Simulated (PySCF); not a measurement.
## Worked example: correlation energy of InH, triplet

Geometry: that of the InH, singlet, kept fixed. The singlet lies 2.0 eV lower here.

| atom | x (Å) | y (Å) | z (Å) |
| --- | --- | --- | --- |
| In | 0.0000 | 0.0000 | 0.0000 |
| H | 0.0000 | 0.0000 | 1.8498 |

Basis def2-TZVPP with its core potentials; PySCF 2.14.0. Correlated methods freeze the noble-gas cores and the filled d shells of p-block atoms, which leaves 4 electrons in 55 orbitals. R marks a restricted (for open shells ROHF) determinant. No spin–orbit coupling is included; scalar relativity enters through the core potentials alone.

Full CI is exact within this basis and frozen core; it isn't the basis-set limit.

Restricted and unrestricted runs freeze slightly different cores, so steps under 0.03 kcal/mol mean nothing.

| level | total energy (hartree) |
| --- | --- |
| RHF | -189.719973 |
| RMP2 | -189.761243 |
| RCCSD | -189.775624 |
| RCCSD(T) | -189.777064 |
| RCCSDT | -189.777536 |
| full CI | -189.777561 |

Q: What is the correlation energy at full CI, and what share of it do RMP2 and RCCSD(T) recover?

A: E(corr) = -189.777561 − (-189.719973) = -0.057588 hartree = -1.567 eV. RMP2: -0.041270 / -0.057588 = 71.66 %. RCCSD(T): -0.057091 / -0.057588 = 99.14 %.

Q: By how many kcal/mol does RCCSD(T) miss full CI (1 hartree = 627.509 kcal/mol), and which steps make up the rest?

A: -189.777064 − (-189.777561) = 0.000497 hartree = 0.31 kcal/mol. Steps: RCCSDT − RCCSD(T) = -0.30, full CI − RCCSDT = -0.02 kcal/mol. That is within 1 kcal/mol of the reference in this basis, which itself misses far more of the correlation at the basis-set limit.
